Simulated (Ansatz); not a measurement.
# Abstraction of F: CH2F2 + SiH2(CH3) → CH2F + SiH2(CH3)F

Species: CH2F2 (difluoromethane) `FCF`, singlet; SiH2(CH3), doublet; CH2F `[CH2]F`, doublet; SiH2(CH3)F, singlet. A radical takes F: the energy is the difference in strength between the C–F bond broken and the Si–F bond made.

Shapes, held fixed at every level: PBE0-D4/def2-TZVP. Programs: Ansatz 0.2.0. The zero-point and thermal change to 298 K, harmonic and unscaled (PBE0-D4/def2-TZVP), is -6.8 kJ/mol.

Estimate ΔH(298 K) of this reaction.

The highest level, CCSD(T)/CBS estimate, gives ΔH(298 K) = -150.2 kJ/mol; the levels span -155.4 to -112.4. The column of differences is taken from that level and isn't an error. No measured value is set beside it here. Open shells run unrestricted unless RO is named. The CBS estimate extrapolates MP2 from def2-TZVPP and def2-QZVPP and adds CCSD(T) − MP2 in the triple-zeta set, cores frozen. Times are processor times on shared x86 and Arm servers, and rough.

```json
{"level": "HF/def2-SVP", "kind": "Hartree–Fock", "ΔH(298 K) (kJ/mol)": "-135.8", "less CCSD(T)/CBS estimate": "+14.4", "CPU time (sum over the molecules)": "–"}
{"level": "SPW92/def2-TZVPP", "kind": "LDA", "ΔH(298 K) (kJ/mol)": "-112.4", "less CCSD(T)/CBS estimate": "+37.8", "CPU time (sum over the molecules)": "7.2 s"}
{"level": "r2SCAN-D4/def2-TZVPP", "kind": "meta-GGA", "ΔH(298 K) (kJ/mol)": "-144.1", "less CCSD(T)/CBS estimate": "+6.1", "CPU time (sum over the molecules)": "26 s"}
{"level": "BHLYP-D4/def2-TZVPP", "kind": "global hybrid", "ΔH(298 K) (kJ/mol)": "-155.4", "less CCSD(T)/CBS estimate": "-5.2", "CPU time (sum over the molecules)": "13 s"}
{"level": "wB97M-V/def2-TZVPP", "kind": "range-separated hybrid", "ΔH(298 K) (kJ/mol)": "-147.5", "less CCSD(T)/CBS estimate": "+2.7", "CPU time (sum over the molecules)": "51 s"}
{"level": "MP2/def2-SVP", "kind": "perturbation theory", "ΔH(298 K) (kJ/mol)": "-116.8", "less CCSD(T)/CBS estimate": "+33.4", "CPU time (sum over the molecules)": "–"}
{"level": "CCSD(T)/def2-SVP", "kind": "coupled cluster or CI", "ΔH(298 K) (kJ/mol)": "-114.0", "less CCSD(T)/CBS estimate": "+36.2", "CPU time (sum over the molecules)": "8 s"}
{"level": "CCSD(T)/CBS estimate", "kind": "coupled cluster or CI", "ΔH(298 K) (kJ/mol)": "-150.2", "less CCSD(T)/CBS estimate": "0.0", "CPU time (sum over the molecules)": "4.8 min"}
```
